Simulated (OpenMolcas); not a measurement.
Potential curves of CS⁺: spin-free states

Calculated with OpenMolcas 26.06: state-averaged CASSCF(7,7) over S 3p, C 2s 2p, XMS-CASPT2 (IPEA 0.25, imaginary shift 0.2 hartree), scalar X2C, ANO-RCC-VTZP, then RASSI spin–orbit state interaction with atomic mean-field integrals. C2 symmetry about the axis (a holds Σ, Δ, Γ; b holds Π, Φ, H; Σ⁺ and Σ⁻ are not told apart); roots by multiplicity and irrep: 2a 5, 2b 2, 4a 4.

XMS-CASPT2 energies in eV from the lowest point. Curves are followed by energy order within each symmetry, so they are adiabatic and may change character at avoided crossings; Σ⁺ and Σ⁻ are counted together.

```
R (Å)  (1)2Σ  (1)2Π   (1)2Δ
1.292  2.138  6.041  10.391
1.367  0.774  3.978   8.246
1.434  0.181  2.811   7.003
1.502  0.000  2.109   6.205
1.577  0.123  1.713   5.697
1.652  0.471  1.596   5.458
1.757  1.156  1.724   5.398
1.893  2.157  2.157   5.552
2.103  3.625  3.030   5.922
2.403  5.183  4.080   6.385
2.854  6.488  5.036   6.927
```

Q: With masses 31.972 and 12.000 u, fit the curves (1)2Σ, (1)2Π, (1)2Δ near their minima.

A: At XMS-CASPT2, Te from the lowest curve (the fit fixes ωe to a per cent or two; the method's Re and ωe can be off by some per cent):

```tsv
curve	Te (cm⁻¹)	Re (Å)	ωe (cm⁻¹)
(1)2Σ	0	1.508	1360.1
(1)2Π	12880	1.657	986.4
(1)2Δ	43500	1.731	746.1
```

Left out for impure symmetry, kinks or missing points, though low: (1)4Σ, (2)2Σ, (1)4Δ, (2)4Σ, (3)2Σ. Only roots inside an energy window near the equilibrium distance were included, so the list of states is not complete; labels number the states computed. Each spin and symmetry block has orbitals of its own, averaged over its own roots, so gaps between blocks are less sure than gaps within one and near the minimum can be off by tenths of an eV, in bad cases by more. No Rydberg orbitals are active, so Rydberg states, and σ→σ* states whose orbital the CASSCF left unused, can be missing between those listed. CASPT2 splits the two components of degenerate states numerically, here by up to 92 cm⁻¹. At stretched bonds a block can hold a wrong CASSCF solution and miss its lowest state; points past a visible jump are left out. No roots were computed in block 4b (none fell in the window or the block failed), so states of that kind are missing and can lie low or lowest. Points that failed a check (symmetry, reference weights, a jump) are left out.
